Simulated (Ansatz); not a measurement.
**Nudged elastic band run: CHClF2O**

Input:

```yaml
crystal:
  periodic: [false, false, false]
  atoms:
    - { symbol: O, position_ang: [0.1095, 0.33012, 1.044962] }
    - { symbol: C, position_ang: [0.025491, 0.013418, -0.260056] }
    - { symbol: F, position_ang: [-1.239641, -0.292452, -0.613814] }
    - { symbol: F, position_ang: [0.764287, -1.07622, -0.553346] }
    - { symbol: Cl, position_ang: [0.592972, 1.388265, -1.227726] }
    - { symbol: H, position_ang: [-0.210509, -0.427131, 1.56378] }
basis:
  gaussian: { orbitals: def2-SVP }
hamiltonian:
  xc: b3lyp
neb:
  order_check: false
  images: 5
  f_tol: 0.05
  max_iterations: 49
  initial_path: idpp
  optimiser: lbfgs
  climbing: true
  final_atoms:
    - { symbol: O, position_ang: [0.19860317, -0.27099225, 1.07202685] }
    - { symbol: C, position_ang: [0.04599849, -0.17951772, -0.25955415] }
    - { symbol: F, position_ang: [-1.22787817, -0.40140718, -0.63560483] }
    - { symbol: F, position_ang: [0.80992094, -1.1040559, -0.82623896] }
    - { symbol: Cl, position_ang: [0.50962198, 1.45056599, -0.90211296] }
    - { symbol: H, position_ang: [-0.2941664, 0.44140706, 1.50528406] }
```

Run as:

```bash
$ ansatz run input.yaml --threads 1 --pin off --max-ram 2048MiB --backend cpu --events-out ev --progress --plain --runs-dir out
```

Output, in part (warnings, iteration lines, the closing report on the highest movable image, with atoms numbered from 0):

```
NEB end point (image 0): max|allowed force component| = 1.005e-2 eV/Å (the criterion of neb.relax_end_points is 1.000e-2)
NEB end point (image 6): max|allowed force component| = 7.569e-3 eV/Å (the criterion of neb.relax_end_points is 1.000e-2)
NEB iter   1: max|band force component| = 1.399e0 eV/Å  barrier→ = 0.2254 eV  barrier← = 0.2482 eV  Δτ_max = 0.0228 Å  (178 SCF iters)
NEB iter   2: max|band force component| = 9.549e-1 eV/Å  barrier→ = 0.1680 eV  barrier← = 0.1909 eV  Δτ_max = 0.0246 Å  (140 SCF iters)
NEB iter   3: max|band force component| = 5.438e-1 eV/Å  barrier→ = 0.1215 eV  barrier← = 0.1443 eV  Δτ_max = 0.0470 Å  (140 SCF iters)
NEB iter   4: max|band force component| = 9.227e-1 eV/Å  barrier→ = 0.0874 eV  barrier← = 0.1103 eV  Δτ_max = 0.0152 Å  (140 SCF iters)
NEB iter   5: max|band force component| = 6.292e-1 eV/Å  barrier→ = 0.0750 eV  barrier← = 0.0979 eV  Δτ_max = 0.0059 Å  (136 SCF iters)
NEB iter   6: max|band force component| = 4.780e-1 eV/Å  barrier→ = 0.0682 eV  barrier← = 0.0911 eV  CI = image 3  Δτ_max = 0.0071 Å  (115 SCF iters)
NEB iter   7: max|band force component| = 2.721e-1 eV/Å  barrier→ = 0.0637 eV  barrier← = 0.0866 eV  CI = image 3  Δτ_max = 0.0104 Å  (121 SCF iters)
NEB iter   8: max|band force component| = 4.387e-1 eV/Å  barrier→ = 0.0590 eV  barrier← = 0.0818 eV  CI = image 3  Δτ_max = 0.0072 Å  (124 SCF iters)
NEB iter   9: max|band force component| = 3.197e-1 eV/Å  barrier→ = 0.0559 eV  barrier← = 0.0788 eV  CI = image 3  Δτ_max = 0.0033 Å  (121 SCF iters)
NEB iter  10: max|band force component| = 2.890e-1 eV/Å  barrier→ = 0.0540 eV  barrier← = 0.0769 eV  CI = image 3  Δτ_max = 0.0549 Å  (105 SCF iters)
NEB iter  11: max|band force component| = 6.095e-1 eV/Å  barrier→ = 0.0475 eV  barrier← = 0.0703 eV  CI = image 3  Δτ_max = 0.0100 Å  (140 SCF iters)
NEB iter  12: max|band force component| = 2.071e-1 eV/Å  barrier→ = 0.0440 eV  barrier← = 0.0669 eV  CI = image 3  Δτ_max = 0.0027 Å  (141 SCF iters)
NEB iter  13: max|band force component| = 5.598e-2 eV/Å  barrier→ = 0.0433 eV  barrier← = 0.0662 eV  CI = image 3  Δτ_max = 0.0007 Å  (112 SCF iters)
NEB iter  14: max|band force component| = 5.158e-2 eV/Å  barrier→ = 0.0432 eV  barrier← = 0.0661 eV  CI = image 3  Δτ_max = 0.0049 Å  (95 SCF iters)
NEB iter  15: max|band force component| = 7.452e-2 eV/Å  barrier→ = 0.0430 eV  barrier← = 0.0659 eV  CI = image 3  Δτ_max = 0.0013 Å  (114 SCF iters)
NEB iter  16: max|band force component| = 4.259e-2 eV/Å  barrier→ = 0.0430 eV  barrier← = 0.0658 eV  CI = image 3  Δτ_max = 0.0000 Å  (233 SCF iters)
Total energy: -21046.45526508 eV, -773.4429651921 hartree
Atom 0 at     0.321337     0.081741     1.065767 Å, force     0.043485     0.003936    -0.041579 eV/Å
Atom 1 at     0.098178    -0.062385    -0.255084 Å, force    -0.010151    -0.007601     0.015786 eV/Å
Atom 2 at    -1.180577    -0.430658    -0.476755 Å, force    -0.008537    -0.005917    -0.014944 eV/Å
Atom 3 at     0.887479    -1.014998    -0.762093 Å, force     0.007252    -0.003146     0.001249 eV/Å
Atom 4 at     0.420854     1.454984    -1.156253 Å, force     0.000257     0.006037     0.011333 eV/Å
Atom 5 at    -0.505172    -0.092683     1.538217 Å, force    -0.032306     0.006691     0.028156 eV/Å
Dipole moment:    -0.267175    -0.027083     0.317461 e Å
```

The forces met the threshold. Another band between the same ends (5 images) ends at a top of the same energy, where a vibrational analysis finds 1 clearly imaginary mode.

Final band (atoms are numbered from 1 in the order of the input):

```
image  path coordinate (Å)  energy (eV)  dihedral H6–O1–C2–Cl5 (°)
    0                 0.00        0.000                        180
    1                 0.23        0.011                        160
    2                 0.46        0.033                        140
    3                 0.69        0.043                        119
    4                 0.94        0.022                         97
    5                 1.19       -0.009                         75
    6                 1.44       -0.023                         55
```

Run time: 8.3 min on 1 CPU thread of a shared host.
